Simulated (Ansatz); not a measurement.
Gas-phase electronic energies from Ansatz, PBE0-D4/def2-TZVP geometries. CBS: MP2 limit from def2 TZ/QZ plus the TZ coupled-cluster correction, frozen cores. This one scheme is used for every species. Functionals use def2-TZVPP. B3LYP here is the variant with VWN-RPA as its local correlation; programs differ in this. Each species was taken in one conformer, which may not be the lowest.

Consider the hydrogenolysis of a C–F bond: `C=C(F)NC` + H₂ → `C=CNC` + H–F.

**Question.** Is it downhill or uphill in electronic energy at CCSD(T)/CBS, and by how much? (Estimate.)

**Answer.** The calculation gave: Downhill: ΔE = -0.87 eV.

**Question.** What do these levels give: r2SCAN0-D4, ωB97M-V, B3LYP, CCSD(T)/def2-SVP, MP2/def2-TZVPP, HF/def2-QZVPP? (Best estimate.)

**Answer.** Ansatz gave: r2SCAN0-D4 -0.73, ωB97M-V -0.72, B3LYP -0.76, CCSD(T)/def2-SVP -0.68, MP2/def2-TZVPP -0.87, HF/def2-QZVPP -0.83 eV.

Largest T1 diagnostic among the species: 0.011.

At CCSD(T), def2-SVP lies +0.20 eV from the extrapolated value and def2-TZVPP +0.05 eV. From r2SCAN to r2SCAN0 (25 % exact exchange), in def2-TZVPP and without D4, ΔE moves by −0.07 eV. Leaving LDA and LC-ωPBE aside and taking each functional with its dispersion term where it has one, the values, not all of them listed here, spread over 0.17 eV, from PBE-QIDH to r2SCAN-D4. LDA lies +0.09 eV from PBE without D4.
